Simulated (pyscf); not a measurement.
Concerted two-bond exchange: `[O]=[Si]([Cl])[Cl]` + `[H][H]` → `[OH][Si][Cl]` [singlet] + `[ClH]`

Gas phase, singlet surface, charge 0. Bonds broken: Si2–Cl3, H5–H6. Bonds formed: O1–H5, Cl3–H6. PySCF, gas phase, ωB97X-D3(BJ)/def2-SVP geometries.

Transition state (Å):

```xyz
6

O     -0.6226     0.5813     0.9502
Si    -1.8765    -0.4486     0.7952
Cl    -0.8774    -1.6669    -0.5806
Cl    -3.4663     0.3389    -0.2634
H     -0.0087     0.5533     0.0486
H      0.1869    -0.0588    -0.9085
```

One imaginary mode, 1316i cm⁻¹; descent along it reached the two sides named.

| bond | change | reactant side (Å) | saddle | product side |
|---|---|---|---|---|
| Si2–Cl3 | breaks | 2.019 | 2.092 | 3.1 |
| H5–H6 | breaks | 0.763 | 1.153 | 3.7 |
| O1–H5 | forms | 2.8 | 1.091 | 0.966 |
| Cl3–H6 | forms | 3.2 | 1.956 | 1.288 |

Electronic energies relative to the separated reactants (kcal/mol):

```json
[
 {"level": "ωB97X-D3(BJ)/def2-TZVP", "barrier": "78.5", "reaction energy": "+7.4", "reverse barrier": "71.2"},
 {"level": "PBE/def2-TZVP", "barrier": "55.9", "reaction energy": "+5.6", "reverse barrier": "50.3"},
 {"level": "r²SCAN/def2-TZVP", "barrier": "62.4", "reaction energy": "+9.7", "reverse barrier": "52.7"},
 {"level": "B3LYP-D3(BJ)/def2-TZVP", "barrier": "64.9", "reaction energy": "+4.4", "reverse barrier": "60.5"},
 {"level": "PBE0-D3(BJ)/def2-TZVP", "barrier": "64.1", "reaction energy": "+3.8", "reverse barrier": "60.3"},
 {"level": "M06-2X/def2-TZVP", "barrier": "72.0", "reaction energy": "+1.8", "reverse barrier": "70.2"},
 {"level": "ωB97M-D3(BJ)/def2-TZVP", "barrier": "74.1", "reaction energy": "+1.3", "reverse barrier": "72.8"},
 {"level": "HF/def2-TZVP", "barrier": "105.4", "reaction energy": "-3.4", "reverse barrier": "108.8"}
]
```

With ωB97M-D3(BJ)/def2-TZVP energies and thermal terms (ideal gas, 1 atm, RRHO with modes under 100 cm⁻¹ raised to 100, one conformer, R ln 2 for chiral ones without a mode under 150 cm⁻¹), in kcal/mol:

```tsv
T (K)	ΔH‡	ΔG‡	ΔH	ΔG
298	73.0	81.0	+4.0	+1.6
600	72.4	89.4	+3.4	-0.6
900	72.5	97.9	+3.0	-2.5
1200	72.9	106.3	+2.6	-4.2
```

The same reactants have a lower exit, to HO–SiH(Cl)–Cl (barrier +14.6 kcal/mol at ωB97M-D3(BJ)/def2-TZVP, against +74.1 kcal/mol here). This is the saddle that the search found; another between the same sides may lie lower. One closed-shell reference is unstable to symmetry breaking; treat the single-reference values with care.
